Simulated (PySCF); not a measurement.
## The first ionisation energy along the third row

Calculated with PySCF 2.14 from differences of total energies of unrestricted determinants, without spin-orbit coupling. Values in eV. The last column holds reference values (NIST; (s) semi-empirical, (t) theoretical, else measured). Unmarked ones compare directly (S terms, centres of terms, or small fine structure); those marked * lie between the lowest fine-structure levels and include a spin-orbit shift.

```json
{"element": "Mg (cc-pVTZ-DK, spin-free X2C)", "configurations": "[Ne] 3s2 → [Ne] 3s1", "UHF": "6.617", "MP2 (valence)": "7.257", "SCS-MP2 (valence)": "7.385", "CCSD (valence)": "7.534", "CCSD(T) (valence)": "7.534", "B3LYP": "7.739", "reference": "7.646"}
{"element": "Al (cc-pVTZ-DK, spin-free X2C)", "configurations": "[Ne] 3s2 3p1 → [Ne] 3s2", "UHF": "5.587", "MP2 (valence)": "5.809", "SCS-MP2 (valence)": "5.793", "CCSD (valence)": "5.901", "CCSD(T) (valence)": "5.932", "B3LYP": "6.004", "reference": "5.977"}
{"element": "Si (cc-pVTZ-DK, spin-free X2C)", "configurations": "[Ne] 3s2 3p2 → [Ne] 3s2 3p1", "UHF": "7.630", "MP2 (valence)": "8.031", "SCS-MP2 (valence)": "7.946", "CCSD (valence)": "8.060", "CCSD(T) (valence)": "8.097", "B3LYP": "n/a", "reference": "8.157"}
{"element": "P (cc-pVTZ-DK, spin-free X2C)", "configurations": "[Ne] 3s2 3p3 → [Ne] 3s2 3p2", "UHF": "9.902", "MP2 (valence)": "10.470", "SCS-MP2 (valence)": "10.296", "CCSD (valence)": "10.406", "CCSD(T) (valence)": "10.447", "B3LYP": "10.374", "reference": "10.526"}
{"element": "Cl (cc-pVTZ-DK, spin-free X2C)", "configurations": "[Ne] 3s2 3p5 → [Ne] 3s2 3p4", "UHF": "11.756", "MP2 (valence)": "12.694", "SCS-MP2 (valence)": "12.692", "CCSD (valence)": "12.658", "CCSD(T) (valence)": "12.694", "B3LYP": "13.048", "reference": "12.974"}
{"element": "Ar (cc-pVTZ-DK, spin-free X2C)", "configurations": "[Ar] → [Ne] 3s2 3p5", "UHF": "14.556", "MP2 (valence)": "15.664", "SCS-MP2 (valence)": "15.561", "CCSD (valence)": "15.488", "CCSD(T) (valence)": "15.528", "B3LYP": "15.775", "reference": "15.819"}
```

Fill in the row of S (cc-pVTZ-DK, spin-free X2C) ([Ne] 3s2 3p4 → [Ne] 3s2 3p3).

UHF 9.216; MP2 (valence) 9.946; SCS-MP2 (valence) 10.023; CCSD (valence) 10.050; CCSD(T) (valence) 10.082; B3LYP 10.532; reference 10.336 (eV).

"Valence" correlates the outer s and p shells and, in groups 3 to 12 and the f block, the outer d or f shell, open or full, or the next shell where the ion has no valence electron left; the wider scheme adds the next inner shell.
